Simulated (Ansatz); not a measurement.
# BCCD(T)/3-21G run of PH3 (SMILES P)

What is the energy change on altering one bond length of PH3 at BCCD(T)/3-21G? 

Program for the calculation: Ansatz 0.2.0.

60 further runs of the same task are left out: 2 that didn't finish, 58 set aside as unsound or not needed.

### 1 The molecule

PH3: 4 atoms, total charge 0, spin state singlet. As SMILES, `P`. The shape is that of a PBE0-D4/def2-TZVP optimisation.

Bond lengths: P1–H2 1.420 Å, P1–H3 1.420 Å, P1–H4 1.420 Å. Angles: H2–P1–H3 93.1°, H2–P1–H4 93.1°, H3–P1–H4 93.1°.

### 2 The energy at BCCD(T)/3-21G

Input file run.yaml:

```yaml
basis:
  gaussian:
    orbitals: 3-21G.json
crystal:
  periodic: [false, false, false]
  atoms:
    - symbol: P
      position_ang: [0.346000, -0.326500, -0.332800]
    - symbol: H
      position_ang: [0.630900, -0.034000, 1.027000]
    - symbol: H
      position_ang: [-1.005500, -0.663000, -0.057200]
    - symbol: H
      position_ang: [0.028700, 1.023500, -0.636900]
accuracy: high
scf:
  omitted_lower_state_checks: [cluster_reference, increment]
correlation:
  method: bccd_t
  frozen_orbitals: {H: 0, P: 5}
```

The basis set 3-21G is read from a file made from the Basis Set Exchange's data (not shown).

Launch:

```sh
$ ansatz run run.yaml --threads 1 --pin off --max-ram 2610MiB --events-out events.jsonl --progress --plain --runs-dir runs
```

Standard output, shortened:

```text
Warning: RAYON_NUM_THREADS=1 ignored (pool sized by the plan → 1); use --threads N
Functional definition: HF
  name "HF"
[...]
370 factors; integrals over basis functions are off by at most 2.8e-9 eV
[...]
mean field -9271.02159957 eV, -340.7037596601 hartree, gradient 3.2e-8 eV, S^2 0.000000; 0 other end points of the search recorded, 0 dependent functions left out
5 core orbitals not correlated: weight in the atoms' cores, before any rotation towards them, 1.000 or more for the frozen orbitals, at most 0.000 for the correlated occupied ones
reference -9271.02159957 eV, -340.7037596601 hartree; 4, 4 occupied and 10, 10 virtual orbitals, 370 factors
second order -1.79521838 eV of doubles, -0.00000000 eV of singles
cycle   1  -2.19094545 eV  change   -4.0e-1 eV  update   5.0e-2
[...]
cycle  17  -2.37335220 eV  change  -1.1e-10 eV  update  4.1e-10
perturbative correction -0.02256136 eV, -0.0008291148 hartree
Total energy: -9273.41751313 eV, -340.7918078595 hartree
Checks for a lower state left out: cluster_reference, increment
```

Wall time 0.16 s (1 thread of Arm Neoverse V1, shared host).

### 3 The distorted shape at the same level

Input file input.yaml:

```yaml
crystal:
  periodic: [false, false, false]
  atoms:
    - symbol: P
      position_ang: [0.425331, -0.664026, -0.256769]
    - symbol: H
      position_ang: [0.710231, -0.371526, 1.103031]
    - symbol: H
      position_ang: [-0.926169, -1.000526, 0.018831]
    - symbol: H
      position_ang: [0.028700, 1.023500, -0.636900]
basis:
  gaussian:
    orbitals: 3-21G.json
correlation:
  method: bccd_t
  frozen_orbitals: {H: 0, P: 5}
accuracy: high
scf:
  omitted_lower_state_checks: [cluster_reference, increment]
```

The basis set 3-21G is read from a file made from the Basis Set Exchange's data (not shown).

Launch:

```sh
$ ansatz run input.yaml --threads 1 --pin off --max-ram 2610MiB --events-out events.jsonl --progress --plain --runs-dir runs
```

Standard output, shortened:

```text
Warning: RAYON_NUM_THREADS=1 ignored (pool sized by the plan → 1); use --threads N
[... 2 set-up lines as earlier in the session ...]
[...]
370 factors; integrals over basis functions are off by at most 3.8e-9 eV
[...]
mean field -9270.28198831 eV, -340.6765794477 hartree, gradient 2.4e-8 eV, S^2 0.000000; 0 other end points of the search recorded, 0 dependent functions left out
5 core orbitals not correlated: weight in the atoms' cores, before any rotation towards them, 1.000 or more for the frozen orbitals, at most 0.000 for the correlated occupied ones
reference -9270.28198831 eV, -340.6765794477 hartree; 4, 4 occupied and 10, 10 virtual orbitals, 370 factors
second order -1.91638219 eV of doubles, -0.00000000 eV of singles
cycle   1  -2.35903407 eV  change   -4.4e-1 eV  update   6.1e-2
[...]
cycle  23  -2.60504997 eV  change   1.3e-10 eV  update  5.8e-11
perturbative correction -0.03040480 eV, -0.0011173557 hartree
Total energy: -9272.91744308 eV, -340.7734306240 hartree
Checks for a lower state left out: cluster_reference, increment
```

Run time: 0.18 s. Hardware: 1 thread of Arm Neoverse V1, shared host.

### 4 What came out

Level: BCCD(T)/3-21G, 5 core orbitals frozen.

```
                                                         quantity          value
                                        first shape: total energy  -340.79181 Eh
         first shape: correlation energy (5 core orbitals frozen)      -88.0 mEh
                                      first shape: (T) correction      -0.83 mEh
                                    distorted shape: total energy  -340.77343 Eh
     distorted shape: correlation energy (5 core orbitals frozen)      -96.9 mEh
                                  distorted shape: (T) correction      -1.12 mEh
energy change with the P1–H4 bond stretched from 1.420 to 1.775 Å       0.500 eV
```

**Reading.** With the P1–H4 bond stretched from 1.420 to 1.775 Å the energy rises by 0.50 eV (48.2 kJ/mol). The first shape isn't relaxed at this level, so the change isn't measured from a minimum. The triples (first shape) make up 0.9 % of the correlation energy. The triples (distorted shape) make up 1.2 % of the correlation energy.
